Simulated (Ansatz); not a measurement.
`[CH3][Al]=[O]` at its PBE0-D4/def2-TZVP geometry, where that method's forces vanish. Charge 0, multiplicity 1.

```xyz
6

C    -0.2427    0.3373    0.5875
Al    0.4099   -0.5696   -0.9921
O     0.9483   -1.3176   -2.2952
H    -1.1217    0.9396    0.3473
H     0.5264    0.9968    0.9954
H    -0.5203   -0.3864    1.3571
```

(1) What forces (eV/Å) does PBE-D4/def2-TZVPP give on these atoms in the Gaussian-basis code of Ansatz? (Estimate.)

Results:

(1) The calculation gave: 
```
C1  -0.012  0.017  0.030
Al2 -0.215  0.298  0.520
O3   0.296 -0.411 -0.715
H4  -0.164  0.111 -0.048
H5   0.146  0.122  0.073
H6  -0.051 -0.138  0.141
```
